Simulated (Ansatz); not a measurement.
input.yaml (Ansatz)

```yaml
crystal:
  lattice:
    - [2.8834856574, 0.0, 0.0]
    - [0.0, 2.8834856574, 0.0]
    - [0.0, 0.0, 2.8834856574]
  atoms:
    - { symbol: Fe, position: [0.0, 0.0, 0.0], spin: 2.777 }
    - { symbol: Fe, position: [0.5, 0.5, 0.5], spin: -2.777 }
hamiltonian:
  xc: r2scan
  pseudopotentials:
    kind: paw
    azcp:
      Fe: "pseudopotentials/Fe.paw.azcp"
basis:
  ecutwfc: 500
  fft_grid_basis: typed
kpoints:
  mp_grid: { grid: [6, 6, 6], shift: [0, 0, 0] }
magnetization:
  spin_polarized: true
scf:
  occupations: { method: fermi_dirac, width: 0.1 }
```

Terminal output

```
Engine: ansatz 0.2.0, x86_64-unknown-linux-gnu
Pseudopotentials: kind: paw
Pseudopotential: Fe, paw, valence charge 16, recommended cutoff 500 eV (meta_gga) 
Functional definition: r2SCAN
  parameter k0 = 0.174
  parameter k1 = 0.065
  parameter a1 = 4.9479
  exchange = r2scan_x(k0 = k0, k1 = k1, a1 = a1)
  correlation = r2scan_c
Crystal: 2 atoms, lattice volume = 23.975 Å³
Basis set: ecut = 500 eV, 619 PW (Γ), exchange–correlation on 96×96×96 points (64 copies of the dense FFT grid, shifted against one another)
Bands: 23, of which v1, the nominal top of the filled ones, is band 16 counted from 1 (15 counted from 0)
Symmetry: 48 space group operations
Space group: Pm-3m (ITA 221), of the structure as read, at distance tolerance 2.9e-5 Å
Magnetic group: BNS 221.97 (UNI 1599), of the structure as read, at distance tolerance 2.9e-5 Å
k-points: 20 of 216
Non-local potential: Fe, projectors of the file, l = 0: 3, l = 1: 2, l = 2: 3, l = 3: 1
PAW form: soft (Blöchl's): semilocal exchange-correlation on the pseudo side does not see the compensation charge
PAW frozen core: Fe, regenerated for the run's functional (the file was generated under x = pbe(κ = 0.804, μ = 0.2195149727645171), c = pbe(β = 0.06672455060314922))
PAW one-centre angular grid: Fe, 590 points (default); XC on 160 Gauss nodes
Initial density: superposition of atomic densities (chi_scale 0.1, normalization cell)
Starting moments: Σ|m| = 5.554 μB on 2 of 2 sites
Starting magnetic order: antiferromagnet; a translation exchanges its spin sublattices: spin-degenerate at every k-point
Initial wavefunctions: pseudopotential atomic-orbital guess
Functional: x = r2scan, c = r2scan; τ floored in thin density (d = 2e-4 eV/Å³)
SCF iter   1: F=—  HF=-8970.410035 eV  |F-HF|=—  |Δ(HF+E_count)|=         —  Δρ=6.01e-2 (↑6.01e-2 ↓6.01e-2)  dr2=1.95e0  dr2_τ=9.68e-3  dr2_m=1.43e-1  M=0.000 μB ∫|m|=5.564 μB  β_m=0.30  ethr=3.10e-3  ⟨swp⟩=4.8  Hψ=1775  notcnv=0  defer=1
Mixer restart at iter 1: flushing history
SCF iter   2: F=—  HF=-8969.815056 eV  |F-HF|=—  |Δ(HF+E_count)|=   5.95e-1  Δρ=3.15e-2 (↑3.15e-2 ↓3.15e-2)  dr2=2.65e-1  dr2_τ=1.33e-2  dr2_m=1.42e-1  M=0.000 μB ∫|m|=5.636 μB  β_m=0.30  ethr=3.10e-3  ⟨swp⟩=3.4  Hψ=899  notcnv=0  defer=4  κ⁻¹=1.0e0(r=1)
SCF iter   3: F=—  HF=-8970.054638 eV  |F-HF|=—  |Δ(HF+E_count)|=         —  Δρ=2.31e-2 (↑2.31e-2 ↓2.31e-2)  dr2=1.10e-2  dr2_τ=2.55e-3  dr2_m=1.10e-1  M=0.000 μB ∫|m|=5.744 μB  β_m=0.30  ethr=8.27e-4  ⟨swp⟩=2.5  Hψ=663  notcnv=0  defer=3
Mixer restart at iter 3: flushing history
SCF iter   4: F=—  HF=-8970.187291 eV  |F-HF|=—  |Δ(HF+E_count)|=   1.33e-1  Δρ=1.61e-2 (↑1.61e-2 ↓1.61e-2)  dr2=5.54e-3  dr2_τ=1.22e-3  dr2_m=5.22e-2  M=0.000 μB ∫|m|=5.733 μB  β_m=0.30  ethr=3.43e-5  ⟨swp⟩=2.4  Hψ=794  notcnv=0  defer=3  κ⁻¹=1.0e0(r=1)
SCF iter   5: F=—  HF=-8970.361625 eV  |F-HF|=—  |Δ(HF+E_count)|=   1.74e-1  Δρ=3.26e-3 (↑3.26e-3 ↓3.26e-3)  dr2=3.28e-3  dr2_τ=1.18e-4  dr2_m=1.18e-3  M=0.000 μB ∫|m|=5.706 μB  β_m=0.30  ethr=1.73e-5  ⟨swp⟩=2.9  Hψ=1026  notcnv=0  defer=3  κ⁻¹=2.1e-2(r=2)
SCF iter   6: F=—  HF=-8970.380502 eV  |F-HF|=—  |Δ(HF+E_count)|=   1.89e-2  Δρ=1.76e-3 (↑1.76e-3 ↓1.76e-3)  dr2=1.36e-3  dr2_τ=8.47e-6  dr2_m=1.89e-4  M=0.000 μB ∫|m|=5.695 μB  β_m=0.30  ethr=1.03e-5  ⟨swp⟩=2.2  Hψ=841  notcnv=0  defer=3  κ⁻¹=2.1e-3(r=3)
SCF iter   7: F=—  HF=-8970.386372 eV  |F-HF|=—  |Δ(HF+E_count)|=   5.87e-3  Δρ=1.16e-3 (↑1.16e-3 ↓1.16e-3)  dr2=1.67e-4  dr2_τ=2.15e-6  dr2_m=1.47e-4  M=0.000 μB ∫|m|=5.688 μB  β_m=0.30  ethr=4.26e-6  ⟨swp⟩=2.2  Hψ=669  notcnv=0  defer=3  κ⁻¹=2.5e-4(r=4)
SCF iter   8: F=—  HF=-8970.387597 eV  |F-HF|=—  |Δ(HF+E_count)|=   1.23e-3  Δρ=1.08e-3 (↑1.08e-3 ↓1.08e-3)  dr2=1.04e-4  dr2_τ=1.92e-6  dr2_m=1.38e-4  M=0.000 μB ∫|m|=5.687 μB  β_m=0.30  ethr=5.23e-7  ⟨swp⟩=2.3  Hψ=760  notcnv=0  defer=3  κ⁻¹=9.3e-6(r=5)
SCF iter   9: F=—  HF=-8970.389005 eV  |F-HF|=—  |Δ(HF+E_count)|=   1.41e-3  Δρ=8.59e-4 (↑8.59e-4 ↓8.59e-4)  dr2=4.01e-5  dr2_τ=2.92e-6  dr2_m=1.26e-4  M=0.000 μB ∫|m|=5.693 μB  β_m=0.30  ethr=3.24e-7  ⟨swp⟩=3.2  Hψ=1021  notcnv=0  defer=3  κ⁻¹=1.2e-6(r=6)
SCF iter  10: F=—  HF=-8970.389007 eV  |F-HF|=—  |Δ(HF+E_count)|=   2.52e-6  Δρ=8.22e-4 (↑8.22e-4 ↓8.22e-4)  dr2=3.86e-5  dr2_τ=2.51e-6  dr2_m=1.17e-4  M=0.000 μB ∫|m|=5.696 μB  β_m=0.30  ethr=1.25e-7  ⟨swp⟩=2.0  Hψ=780  notcnv=0  defer=3  κ⁻¹=5.6e-7(r=7)
SCF iter  11: F=—  HF=-8970.391529 eV  |F-HF|=—  |Δ(HF+E_count)|=   2.52e-3  Δρ=2.95e-4 (↑2.95e-4 ↓2.95e-4)  dr2=1.65e-5  dr2_τ=4.04e-6  dr2_m=4.35e-6  M=0.000 μB ∫|m|=5.746 μB  β_m=0.30  ethr=1.20e-7  ⟨swp⟩=3.0  Hψ=1026  notcnv=0  defer=3  κ⁻¹=4.5e-7(r=8)
SCF iter  12: F=—  HF=-8970.391890 eV  |F-HF|=—  |Δ(HF+E_count)|=   3.61e-4  Δρ=1.64e-4 (↑1.64e-4 ↓1.64e-4)  dr2=4.38e-6  dr2_τ=3.04e-7  dr2_m=2.21e-6  M=0.000 μB ∫|m|=5.755 μB  β_m=0.30  ethr=5.16e-8  ⟨swp⟩=2.9  Hψ=872  notcnv=0  defer=3  κ⁻¹=1.5e-7(r=8)
SCF iter  13: F=—  HF=-8970.391880 eV  |F-HF|=—  |Δ(HF+E_count)|=   9.13e-6  Δρ=1.23e-4 (↑1.23e-4 ↓1.23e-4)  dr2=4.56e-7  dr2_τ=2.17e-7  dr2_m=3.13e-6  M=0.000 μB ∫|m|=5.755 μB  β_m=0.30  ethr=1.37e-8  ⟨swp⟩=2.0  Hψ=760  notcnv=0  defer=3  κ⁻¹=6.0e-6(r=8)
SCF iter  14: F=—  HF=-8970.391892 eV  |F-HF|=—  |Δ(HF+E_count)|=   1.15e-5  Δρ=6.46e-5 (↑6.46e-5 ↓6.46e-5)  dr2=8.70e-8  dr2_τ=1.32e-8  dr2_m=8.22e-7  M=0.000 μB ∫|m|=5.757 μB  β_m=0.30  ethr=1.43e-9  ⟨swp⟩=2.0  Hψ=806  notcnv=0  defer=3  κ⁻¹=3.4e-6(r=8)
SCF iter  15: F=—  HF=-8970.391894 eV  |F-HF|=—  |Δ(HF+E_count)|=   2.28e-6  Δρ=2.06e-5 (↑2.06e-5 ↓2.06e-5)  dr2=1.63e-8  dr2_τ=1.34e-9  dr2_m=7.15e-8  M=0.000 μB ∫|m|=5.755 μB  β_m=0.30  ethr=2.72e-10  ⟨swp⟩=3.2  Hψ=994  notcnv=0  defer=3  κ⁻¹=1.4e-5(r=8)
SCF iter  16: F=-8970.391895 eV  HF=-8970.391895 eV  |F-HF|=8.65e-9  |Δ(HF+E_count)|=   2.00e-7  Δρ=5.60e-6 (↑5.60e-6 ↓5.60e-6)  dr2=1.23e-8  dr2_τ=1.34e-10  dr2_m=2.50e-9  M=0.000 μB ∫|m|=5.756 μB  ethr=5.10e-11  ⟨swp⟩=1.1  Hψ=1562  notcnv=0
SCF 1 converged in 16 iterations: F = -8970.391895 eV  dr2 = 1.23e-8
Symmetry: 8 space group operations
k-points: 44 of 216
Initial density: read from a saved state, or passed on in memory by an earlier SCF of this step, an earlier step, the calling program or the single point that the run made first
Starting moments: Σ|m| = 5.554 μB on 2 of 2 sites; this step starts from the density that it was given
Initial wavefunctions: those read from a saved state, or passed on in memory by an earlier step or the calling program
the translation (0.5, 0.5, 0.5) carries every atom to within crystal.symmetry.tolerance of an atom of its element with the starting moment reversed, but both spin channels are solved: the run starts from a saved state that isn't shown to keep it, or this solve from the single point that its walk made first
iter 1 solved again at ethr=3.85e-11 eV; its pass at ethr=3.13e-6 eV (dr2=1.23e-8 eV) is discarded
SCF iter   1: F=—  HF=-8970.391895 eV  |F-HF|=—  |Δ(HF+E_count)|=         —  Δρ=5.60e-6 (↑5.60e-6 ↓5.60e-6)  dr2=1.23e-8  dr2_τ=1.34e-10  dr2_m=2.50e-9  M=0.000 μB ∫|m|=5.756 μB  ethr=3.85e-11  ⟨swp⟩=1.0  Hψ=10208  notcnv=0
SCF iter   2: F=—  HF=-8970.395682 eV  |F-HF|=—  |Δ(HF+E_count)|=   3.79e-3  Δρ=7.95e-4 (↑7.95e-4 ↓7.95e-4)  dr2=4.87e-5  dr2_τ=4.71e-6  dr2_m=1.12e-4  M=0.000 μB ∫|m|=5.705 μB  ethr=3.13e-6  ⟨swp⟩=1.1  Hψ=9438  notcnv=0
```

The run was cut off at its time limit.
